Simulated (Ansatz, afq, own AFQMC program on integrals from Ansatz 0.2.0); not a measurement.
Integrals from Ansatz 0.2.0, then the random walk in our own AFQMC program (afq).

```yaml
crystal:
  periodic: [false, false, false]
  atoms:
    - {symbol: B, position_ang: [0.000000, -0.185227, 0.772970]}
    - {symbol: N, position_ang: [0.000000, 0.087426, -0.705019]}
    - {symbol: H, position_ang: [0.000000, 0.771807, 1.506451]}
basis:
  gaussian: {orbitals: cc-pVDZ}
magnetization: {spin_polarized: true, initial_magnetization: 3}
correlation: {method: ccsd_t, electrons: outside_noble_gas, hamiltonian_folder: ham}
```

```sh
$ ansatz run in.yaml --threads 1 --pin off --events-out ev --progress --plain --max-ram 1382MiB
```

Options of the walk:

```
--method phaseless --trial cisd --walkers 60 --populations 1 --least-time 40 --time-step 0.005 --steps-per-block 50 --equilibration-blocks 28 --max-blocks 300 --target-error 0.00036 --factor-cut 1e-05 --start spin_pure --seed 8293 --release-times 0.24,0.51,0.99,1.62,2.4 --release-step 0.03 --release-every 4 --taylor-order 6
```

Times are imaginary, in 1/Eh. The walk had a cap of 671 s.

afq prints:

```
orbitals 31  electrons 6 3  factors 231 of 312
reference energy -79.57906362 Eh
CCSD correlation -0.18052319 Eh in 14 cycles, weight of the determinant in the CISD state 0.9174
energy of the start -79.759434 Eh
 block  time / (1/Eh)  mean weight  energy / Eh
     1     0.250  0.9991  -79.758376
     2     0.500  0.9984  -79.761740
     3     0.750  0.9983  -79.761311
     4     1.000  0.9990  -79.763353
     5     1.250  0.9995  -79.763000
     8     2.000  1.0018  -79.763348
    13     3.250  0.9987  -79.763137
    25     6.250  1.0028  -79.763190
    37     9.250  0.9983  -79.762309
    49    12.250  0.9998  -79.764313
    61    15.250  0.9998  -79.767980
    65    16.250  1.0002  -79.758918
    73    18.250  0.9990  -79.764610
    85    21.250  1.0028  -79.763701
    97    24.250  0.9997  -79.766181
   109    27.250  1.0007  -79.762902
   121    30.250  1.0010  -79.762857
   133    33.250  1.0002  -79.762233
   145    36.250  1.0008  -79.763929
   149    37.250  1.0038  -79.769590
   157    39.250  1.0018  -79.762632
   169    42.250  0.9984  -79.762870
   181    45.250  1.0008  -79.764444
   185    46.250  1.0010  -79.762409
blocks merged  error / Eh  count
     1  0.000190  160
     2  0.000230  80
     4  0.000267  40
     8  0.000240  20
    16  0.000284  10
released: time / (1/Eh)  energy / Eh  error  mean overlap
  0.24  -79.764581  0.000303  0.9862
  0.51  -79.765134  0.000343  0.9804
  0.99  -79.765140  0.000344  0.9619
  1.62  -79.765610  0.000447  0.9580
  2.40  -79.764685  0.000473  0.9525
energy -79.763928 +/- 0.000267 Eh
(rows thinned)
```

The run passed its tests (sampling time, drift between the halves within three errors, error under three times the target), which doesn't prove that it has relaxed.

Against this walk (error 7.3 meV) on the same determinant: CCSD(T) 13.3 meV higher (within the noise), CCSDT(Q) 17.4 meV lower. The error is statistical and leaves out the bias of the constraint. Released to 2.40 1/Eh the energy moves by -21 ± 15 meV (both errors), within twice the noise.

Cautions: constraint bias not in the error; lower spins were not checked.

The walk took 85 s on 1 thread of AMD EPYC 9R45 96-Core Processor (Zen 5) (shared host). The log's last line is the phaseless energy.

CCSDT and higher add their correlation energy to the determinant of the CCSD(T) run, since their own runs factorise the integrals more tightly (a shift of under 2 meV). A walk keeps the symmetry of its determinant, which the program's search chose and which needn't be the lowest solution, so a lower state of the same spin and another symmetry isn't excluded.
